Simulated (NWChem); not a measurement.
System: SiH2 cation, doublet

Parts of the log:

```
             Northwest Computational Chemistry Package (NWChem) 7.3.0
             --------------------------------------------------------

                             Geometry "geometry" -> ""
                             -------------------------

 Output coordinates in angstroms (scale by  1.889725989 to convert to a.u.)

  No.       Tag          Charge          X              Y              Z
 ---- ---------------- ---------- -------------- -------------- --------------
    1 Si                  14.0000     0.00000000     0.00000000     0.18314300
    2 H                    1.0000     1.28775300     0.00000000    -0.57267300
    3 H                    1.0000    -1.28775300     0.00000000    -0.57267300

 Effective nuclear repulsion energy (a.u.)      10.1286041646

                                 NWChem DFT Module
                                 -----------------

 Summary of "ao basis" -> "ao basis" (spherical)
 ------------------------------------------------------------------------------
       Tag                 Description            Shells   Functions and Types
 ---------------- ------------------------------  ------  ---------------------
 Si                          6-31g*                  8       18   4s3p1d
 H                           6-31g*                  2        2   2s

 in cosmo_initialize ...
 calling solv_data for solv:h2o

 solvent parameters
 solvname_short: h2o
 solvname_long:  water
 dielec:       78.4000
 dielecinf:     1.7769
 aqueous SMD model solvent descriptors
 dielec:       78.4000
 sola:          0.8200

          ---------------
          -cosmo- solvent
          ---------------
 Cosmo: York-Karplus, doi: 10.1021/jp992097l
 dielectric constant -eps-     =  78.40
 screen = (eps-1)/(eps    )    =   0.98724
 surface charge correction     = lagrangian

   van der Waals surface
 --------------------------

 ---------- ATOMIC COORDINATES (A.U.) ------------ VDWR(ANG.) --
     1    0.00000000    0.00000000    0.34609009     2.470
     2    2.43350031    0.00000000   -1.08219505     1.200
     3   -2.43350031    0.00000000   -1.08219505     1.200
 number of segments per atom =        128
 number of   points per atom =        128
 atom (   nspa,  nppa )
 ----------------------
    1 (    124,     0 )       0
    2 (     32,     0 )       0
    3 (     32,     0 )       0
 number of -cosmo- surface points =      188
 molecular surface =     78.297 angstrom**2
 molecular volume  =     62.843 angstrom**3
 -lineq- algorithm             =   0
 -bem- low  level              =   3
 -bem- from -octahedral-
 gaussian surface charge width =   4.50000
 degree of switching           =   1.00000
 switching function tolerance  =   0.00010
 atomic radii =
 --------------
    1 14.000  2.470
    2  1.000  1.200
    3  1.000  1.200
 ...... end of -cosmo- initialization ......

 nat:                     3
 ixmem:                   608
 calling mnsol_interface()
 G(SMD-CDS) energy (kcal/mol)  =     1.088
 SMD-CDS SASA (angstrom**2)    =    84.610

            General Information
            -------------------
          SCF calculation type: DFT
          Wavefunction type:  spin polarized.
          No. of atoms     :     3
          No. of electrons :    15
           Alpha electrons :     8
            Beta electrons :     7
          Charge           :     1
          Spin multiplicity:     2
          Use of symmetry is: off; symmetry adaption is: off
          Maximum number of iterations: 150
          AO basis - number of functions:    22
                     number of shells:    12
          Convergence on energy requested:  1.00D-06
          Convergence on density requested:  1.00D-05
          Convergence on gradient requested:  5.00D-04

[...]

                                COSMO-SMD solvation results
                                ---------------------------

             internal energy in gas <Psi(g)|H|Psi(g)> =      -290.131536063394
         internal energy in solvent <Psi(s)|H|Psi(s)> =      -290.131464882127
                               delta internal energy  =         0.000071181267 (    0.04 kcal/mol)
   total free energy in solvent <Psi(s)|H+V/2|Psi(s)> =      -290.238644390225
 polarization energy contribution <Psi(s)|V/2|Psi(s)> =        -0.107179508098 (  -67.26 kcal/mol)
    total free energy in solvent including G(SMD-CDS) =      -290.236911189123
                       G(SMD-CDS) energy contribution =         0.001733201102 (    1.09 kcal/mol)
     1 M fixed-concentration free energy of solvation =        -0.105375125729 (  -66.12 kcal/mol)

                    DFT Final Alpha Molecular Orbital Analysis
                    ------------------------------------------

 Vector    6  Occ=1.000000D+00  E=-6.210923D-01
              MO Center= -5.0D-11, -1.1D-09, -1.0D-01, r^2= 1.6D+00
   Bfn.  Coefficient  Atom+Function         Bfn.  Coefficient  Atom+Function
  ----- ------------  ---------------      ----- ------------  ---------------
     6      0.681162  1 Si s                  2     -0.286387  1 Si s
    19      0.161070  2 H  s                 21      0.161070  3 H  s
    10      0.144049  1 Si s                 20      0.098093  2 H  s
    22      0.098093  3 H  s                  1      0.064058  1 Si s
     9     -0.064256  1 Si pz                18      0.037183  1 Si d  2

 Vector    7  Occ=1.000000D+00  E=-4.547309D-01
              MO Center= -4.7D-10,  5.0D-11, -3.1D-01, r^2= 2.0D+00
   Bfn.  Coefficient  Atom+Function         Bfn.  Coefficient  Atom+Function
  ----- ------------  ---------------      ----- ------------  ---------------
     7      0.492397  1 Si px                19      0.247360  2 H  s
    21     -0.247360  3 H  s                 20      0.230548  2 H  s
    22     -0.230548  3 H  s                  3     -0.189046  1 Si px
    17      0.082055  1 Si d  1              11      0.035150  1 Si px

 Vector    8  Occ=1.000000D+00  E=-3.413817D-01
              MO Center=  5.6D-10, -9.7D-10,  4.3D-01, r^2= 2.0D+00
   Bfn.  Coefficient  Atom+Function         Bfn.  Coefficient  Atom+Function
  ----- ------------  ---------------      ----- ------------  ---------------
     9      0.634475  1 Si pz                 6      0.325867  1 Si s
    10      0.236428  1 Si s                  5     -0.222700  1 Si pz
    13      0.187699  1 Si pz                20     -0.184941  2 H  s
    22     -0.184941  3 H  s                 19     -0.148713  2 H  s
    21     -0.148713  3 H  s                  2     -0.110888  1 Si s

 Vector    9  Occ=0.000000D+00  E=-1.820236D-01
              MO Center=  2.2D-11, -2.2D-09,  2.0D-01, r^2= 2.2D+00
   Bfn.  Coefficient  Atom+Function         Bfn.  Coefficient  Atom+Function
  ----- ------------  ---------------      ----- ------------  ---------------
     8      0.720394  1 Si py                12      0.395690  1 Si py
     4     -0.249491  1 Si py

 Vector   10  Occ=0.000000D+00  E= 7.325896D-03
              MO Center= -1.3D-09,  1.3D-09, -4.0D-01, r^2= 2.9D+00
   Bfn.  Coefficient  Atom+Function         Bfn.  Coefficient  Atom+Function
  ----- ------------  ---------------      ----- ------------  ---------------
    20      0.914819  2 H  s                 22      0.914819  3 H  s
    10     -0.816807  1 Si s                 13      0.713402  1 Si pz
     6     -0.516400  1 Si s                  9      0.400888  1 Si pz
    19      0.197395  2 H  s                 21      0.197395  3 H  s
    18      0.175031  1 Si d  2               2      0.129439  1 Si s

 Vector   11  Occ=0.000000D+00  E= 2.148222D-02
              MO Center=  3.2D-09,  1.6D-11,  5.0D-01, r^2= 3.4D+00
   Bfn.  Coefficient  Atom+Function         Bfn.  Coefficient  Atom+Function
  ----- ------------  ---------------      ----- ------------  ---------------
    11      1.187395  1 Si px                20     -0.944532  2 H  s
    22      0.944532  3 H  s                  7      0.520609  1 Si px
    17     -0.217901  1 Si d  1              19     -0.145834  2 H  s
    21      0.145834  3 H  s                  3     -0.143474  1 Si px

                     DFT Final Beta Molecular Orbital Analysis
                     -----------------------------------------

 Vector    5  Occ=1.000000D+00  E=-3.805623D+00
              MO Center=  3.8D-13,  1.1D-12,  1.8D-01, r^2= 1.0D-01
   Bfn.  Coefficient  Atom+Function         Bfn.  Coefficient  Atom+Function
  ----- ------------  ---------------      ----- ------------  ---------------
     5      0.992315  1 Si pz                 9      0.028584  1 Si pz

 Vector    6  Occ=1.000000D+00  E=-5.908786D-01
              MO Center= -4.3D-10, -9.6D-10, -2.0D-01, r^2= 1.5D+00
   Bfn.  Coefficient  Atom+Function         Bfn.  Coefficient  Atom+Function
  ----- ------------  ---------------      ----- ------------  ---------------
     6      0.654457  1 Si s                  2     -0.277024  1 Si s
    19      0.164630  2 H  s                 21      0.164630  3 H  s
     9     -0.144937  1 Si pz                10      0.131126  1 Si s
    20      0.108131  2 H  s                 22      0.108131  3 H  s
     1      0.061826  1 Si s                  5      0.055600  1 Si pz

 Vector    7  Occ=1.000000D+00  E=-4.374051D-01
              MO Center= -1.4D-11,  5.7D-11, -3.0D-01, r^2= 2.0D+00
   Bfn.  Coefficient  Atom+Function         Bfn.  Coefficient  Atom+Function
  ----- ------------  ---------------      ----- ------------  ---------------
     7      0.503083  1 Si px                19      0.238284  2 H  s
    21     -0.238284  3 H  s                 20      0.226383  2 H  s
    22     -0.226383  3 H  s                  3     -0.191748  1 Si px
    17      0.090983  1 Si d  1              11      0.040564  1 Si px

[...]
```

Level: PBE0/6-31G* (spherical d), spin-unrestricted, SMD on the gas-phase geometry. In the optimisation the excess spin sits in a1 (C2v, its own frame). Coordinates come from a B3LYP/6-31G* (spherical d), spin-unrestricted optimisation. No stability test was run on the SCF state. Solvent: water.

Problem. Which NWChem input produces such a log?

Solution. Several could match; the one computed here: the input that was run:
```
start job
memory heap 200 mb stack 900 mb global 1100 mb
charge 1
geometry units angstroms noautosym nocenter noautoz
  Si     0.000000     0.000000     0.183143
  H      1.287753     0.000000    -0.572673
  H     -1.287753     0.000000    -0.572673
end
basis spherical
  Si library 6-31g*
  H library 6-31g*
end
dft
  odft
  mult 2
  xc pbe0
  iterations 150
end
cosmo
  do_cosmo_smd true
  solvent water
end
task dft energy
```
